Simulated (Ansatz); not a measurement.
Relaxation of AlH5NSi (8 atoms, charge 0, multiplicity 2), to a largest force component of 0.015 eV/Å in at most 40 steps.

All numbers below come from UKS PBE/STO-3G in Ansatz 0.2.0.

```xyz
8
Properties=species:S:1:pos:R:3:forces:R:3
N -1.950 0.377 -0.990 2.37 -0.63 1.49
Al -0.332 0.851 -0.673 1.93 1.72 -0.40
Si 0.328 2.974 -1.785 -0.91 -1.35 0.52
H -2.696 0.755 -1.562 -1.83 0.67 -1.28
H 0.947 0.378 0.122 -1.44 -0.34 -0.32
H 1.597 2.932 -2.538 -0.37 -0.08 0.20
H 0.434 4.135 -0.881 -0.08 -0.30 -0.22
H -0.747 3.257 -2.746 0.35 0.31 0.02
```

Q: Where does it end, and by what steps?

A: The run converged. Limits of this set-up: minimal basis. After 11 steps the energy has fallen by 0.938 eV; H4 moved furthest, 0.70 Å.

| step | energy less start (eV) | largest force component (eV/Å) | accepted |
| --- | --- | --- | --- |
| 0 | 0.0000 | 2.365 | yes |
| 1 | -0.5602 | 1.151 | yes |
| 2 | -0.6836 | 2.241 | yes |
| 3 | -0.7572 | 2.003 | yes |
| 4 | -0.8542 | 1.132 | yes |
| 5 | -0.9008 | 0.625 | yes |
| 6 | -0.9326 | 0.114 | yes |
| 7 | -0.9362 | 0.030 | yes |
| 8 | -0.9372 | 0.111 | yes |
| 9 | -0.9383 | 0.024 | yes |
| 10 | -0.9227 | 0.435 | no |
| 11 | -0.9385 | 0.006 | yes |

```xyz
8
Properties=species:S:1:pos:R:3
N -2.119 0.697 -0.630
Al -0.328 1.068 -0.812
Si 0.320 3.033 -1.827
H -2.397 0.124 -1.517
H 0.644 0.180 -0.057
H 1.600 2.915 -2.515
H 0.485 4.123 -0.871
H -0.623 3.520 -2.825
```

Whether the end is a true minimum wasn't checked by a vibrational analysis.

The run took 16 s on 1 thread of Intel(R) Xeon(R) 6975P-C (Granite Rapids) (shared host), peak memory 0.14 GiB.
